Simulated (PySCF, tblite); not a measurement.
A complex of boron trichloride and acetonitrile

A gas-phase complex of boron trichloride and acetonitrile; neutral, singlet. The structure comes from a short search (6 tight-binding starts) and was relaxed by PBE0-D3(BJ)/def2-SVPD; another way of binding may lie lower. Frequencies by PBE0-D3(BJ)/def2-SVPD show no clear imaginary mode.

Parts: 1 = boron trichloride (ClB(Cl)Cl), atoms 1–4; 2 = acetonitrile (CC#N), atoms 5–10.

```xyz
10

Cl    1.078    0.584   -1.142
B     0.412   -0.917   -0.327
Cl    0.787   -0.992    1.465
Cl   -1.354   -1.223   -0.708
C     2.475   -4.099   -2.016
C     1.760   -2.993   -1.430
N     1.187   -2.115   -0.965
H     3.147   -4.538   -1.265
H     1.757   -4.859   -2.355
H     3.064   -3.741   -2.871
```
Atoms count from 1 in this order.

Contacts between parts, classed by geometry: B2···N7 1.564 Å (bond).

The parts are joined by the bond B2–N7, so these are energies of forming such bonds; deforming the relaxed parts to their shape in the adduct costs 23.1 kcal/mol, which the interaction energies leave out.

Interaction energies are complex less parts, with the parts frozen as they stand in it; counterpoise-corrected, in kcal/mol (PySCF).

(1) Give the interaction energy at each level run.

(2) What holds them together? Decompose the wB97M-D3(BJ)/def2-SVPD energy: frozen parts, their antisymmetrised product, then relaxation.

The parts were also relaxed and run alone, at the levels used for the complex: shieldings by PBE0/pcSseg-1; core levels by delta-SCF with SCAN, pcX-2 on the ionised atom and pcseg-1 elsewhere, spin-free X2C (2p3/2 is the spin-free 2p value less a third of a first-order spin-orbit splitting).

Values alone: shielding of B2 (ppm): 49.5; shielding of N7 (ppm): -39.4; Cl1 2p3/2 core level (eV): 207.09; B2 1s core level (eV): 199.89; N7 1s core level (eV): 405.35.

(3) What does binding change?

(4) What are the binding energy from relaxed parts (wB97M-D3(BJ)/def2-SVPD), and ΔH and ΔG of association at 298.15 K and 1 atm?

Answers

(1) 
```csv
level,interaction,superposition error removed
wB97M-D3(BJ)/def2-SVPD,-34.16,-3.06
PBE0-D3(BJ)/def2-SVPD,-37.50,-3.15
```

(2) electrostatic -100.2, Pauli repulsion +180.5, orbital relaxation -114.7, dispersion correction -2.8 kcal/mol, which sum to the value before the counterpoise correction; the Pauli term holds the exchange-correlation of the frozen density too. Of the attraction, 53 % is orbital relaxation, 46 % is electrostatic, 1 % is dispersion correction.

(3) 
| property | alone | in the complex | change |
| --- | --- | --- | --- |
| shielding of B2 (ppm) | 49.5 | 99.2 | +49.7 |
| shielding of N7 (ppm) | -39.4 | 47.1 | +86.5 |
| Cl1 2p3/2 core level (eV) | 207.09 | 205.18 | -1.91 |
| B2 1s core level (eV) | 199.89 | 198.85 | -1.04 |
| N7 1s core level (eV) | 405.35 | 407.91 | +2.57 |

The core-hole states of B2, N7 are spin-contaminated (⟨S²⟩ 0.81, 0.83 against 0.75 for a pure doublet), so those values and differences from them are less sure.

(4) -11.06 kcal/mol, -9.46 with zero-point energy; ΔH -9.5 and ΔG +1.1 kcal/mol, from harmonic vibrations by PBE0-D3(BJ)/def2-SVPD with low modes damped.

The 5 runs behind this took 24 min in all, one thread each of Intel Xeon Platinum 8259CL on a shared host, launched as `OMP_NUM_THREADS=1 python cluster_run.py task.json out`.
